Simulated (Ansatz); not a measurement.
Cartesian coordinates in Å:
```
C 0.2145 0.5479 0.1095
C -0.2145 -0.5479 -0.1095
H 0.5961 1.5226 0.3044
H -0.5961 -1.5226 -0.3044
```

The species carries charge 0 and has multiplicity 1.

**Question.** List the r2SCAN/def2-TZVPP orbital energies in eV (Ansatz). (An estimate is asked.)

**Answer.** The calculation gave: Occupied: -273.31, -273.24, -19.66, -14.68, -12.65, -7.41, -7.41. Lowest empty: 0.17, 0.17, 2.28, 3.31, 4.10, 6.07, 6.56, 6.56.
